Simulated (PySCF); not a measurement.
1-fluoropentane (CCCCCF, C₅H₁₁F)

Cartesian coordinates in Å; atom numbers follow the order of the lines, from 1:
```xyz
17

C     2.500    0.173   -0.170
C     1.208   -0.334    0.450
C    -0.038    0.145   -0.281
C    -1.335   -0.380    0.316
C    -2.571    0.174   -0.351
F    -2.620    1.542   -0.211
H     2.605   -0.168   -1.212
H     3.383   -0.178    0.385
H     2.530    1.274   -0.181
H     1.152   -0.015    1.506
H     1.215   -1.439    0.474
H    -0.070    1.248   -0.276
H     0.022   -0.151   -1.344
H    -1.372   -1.481    0.249
H    -1.378   -0.135    1.392
H    -3.487   -0.251    0.094
H    -2.573   -0.058   -1.431
```

Theory: TDDFT CAM-B3LYP/def2-TZVPD excited states, vertical, gas phase (PySCF 2.14.0). Geometry: PBE0-D3(BJ)/def2-SVP.

Task: Give the one- and two-photon strengths of the lowest singlets.

Result: δ for parallel linear polarisation; σ at the peak of a Lorentzian of half width 0.1 eV, single beam; Ω is circular over linear.
| state | E (eV) | f | photon λ (nm) | δ (au) | σ (GM) | Ω | main |
| --- | --- | --- | --- | --- | --- | --- | --- |
| S1 | 8.52 | 0.008 | 291 | 18.9 | 0.50 | 1.40 | HOMO→LUMO 0.66, HOMO−1→LUMO 0.16 |
| S2 | 8.58 | 0.011 | 289 | 44.1 | 1.19 | 1.47 | HOMO−1→LUMO 0.56, HOMO→LUMO 0.14 |
| S3 | 8.73 | 0.007 | 284 | 85.7 | 2.39 | 0.30 | HOMO−2→LUMO 0.53, HOMO−2→LUMO+1 0.08 |
| S4 | 8.93 | 0.004 | 278 | 60.5 | 1.77 | 0.60 | HOMO→LUMO+1 0.43, HOMO−3→LUMO 0.18 |
| S5 | 9.06 | 0.001 | 274 | 82.2 | 2.47 | 0.06 | HOMO−4→LUMO 0.16, HOMO−1→LUMO+1 0.12 |
| S6 | 9.09 | 0.009 | 273 | 137 | 4.16 | 0.12 | HOMO−3→LUMO 0.16, HOMO−1→LUMO+1 0.15 |

Among these, the strongest one-photon state is S2, the strongest two-photon state S6, with a dipole change of 1.4 D (relaxed, norm of the difference vector).
